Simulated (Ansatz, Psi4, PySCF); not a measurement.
Species: C3H3 (charge 0, doublet). SMILES: [C]1=CC1
Coordinates optimised at B3LYP-D3(BJ)/def2-TZVP (Ansatz, a program for electronic structure):
```xyz
6

C     -0.0052    -0.1070     0.8407
C     -0.0136    -0.6985    -0.5211
C      0.0146     0.5694    -0.6193
H      0.9105    -0.0873     1.4256
H     -0.9230    -0.0470     1.4195
H      0.0376     1.5512    -1.0470
```
Charge 0, spin multiplicity 2.

Quantity: enthalpy of formation at 298 K, in kcal/mol. Conventions: no spin-orbit coupling; non-relativistic; dispersion terms only where a functional's name holds one; valence correlation only; 6-31G* and kin with 6d, 5d where marked; open shells spin-unrestricted. Ab initio and DFT rows: single points at B3LYP-D3(BJ) geometries (Ansatz), with unscaled harmonic terms from B3LYP/6-31G* at its own minima, enthalpies of formation by atomisation with measured atoms. A UHF reference is markedly spin-contaminated in at least one set, which strains HF and MP2.

```
level                           program  enthalpy of formation at 298 K (kcal/mol)
-----------------------  --------------  -----------------------------------------
HF/6-31G*                        Ansatz                                      291.2
SVWN5/6-31G*                     Ansatz                                       31.2
B3LYP/6-31G                      Ansatz                                      148.5
B3LYP/6-31G*                     Ansatz                                      128.1
B3LYP/6-31G**                    Ansatz                                      125.1
B3LYP/def2-SVP                   Ansatz                                      121.9
B3LYP/cc-pVDZ                    Ansatz                                      136.6
M06-2X/6-31G* (5d)                PySCF                                      123.0
wB97X-D/6-31G*                     Psi4                                      127.3
MP2/STO-3G                       Ansatz                                      145.3
PBE/def2-TZVPD                   Ansatz                                      101.9
B3LYP/def2-TZVPD                 Ansatz                                      126.9
B3LYP-D3(BJ)/def2-TZVPD  Ansatz + dftd3                                      123.8
```

No value to compare with is used here. The 10 habitual levels span 31.2 (SVWN5/6-31G*) to 291.2 kcal/mol (HF/6-31G*); PBE/def2-TZVPD gives 101.9.

The levels are drawn from those run, B3LYP/6-31G* more often than the rest, none by its result; runs whose electronic state is in doubt are left out.
